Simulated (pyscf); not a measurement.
Thermochemistry of product channels of H₃Si–CH₂–SnH₃ (SMILES [SiH3][CH2][SnH3]) + H• (SMILES [H]) on the doublet surface, in kcal/mol, from ωB97M-D3(BJ)/def2-TZVP energies (ideal gas, 1 atm, RRHO with modes under 100 cm⁻¹ raised to 100, one conformer, R ln 2 for chiral ones without a mode under 150 cm⁻¹). Optimised with ωB97X-D3(BJ)/def2-SVP in PySCF.

```tsv
products	ΔE	ΔH(298 K)	ΔG(298 K)	ΔG(1200 K)
SiH₃• (SMILES [SiH3]) + H₃C–SnH₃ (SMILES [CH3][SnH3])	-16.3	-13.1	-16.1	-21.8
H₃C–SiH₃ (SMILES C[SiH3]) + SnH₃• (SMILES [SnH3])	-38.8	-35.1	-37.7	-41.4
```

These are energies of the channels, which say nothing of barriers. Elements past Kr carry the def2 core potentials, without spin-orbit coupling.
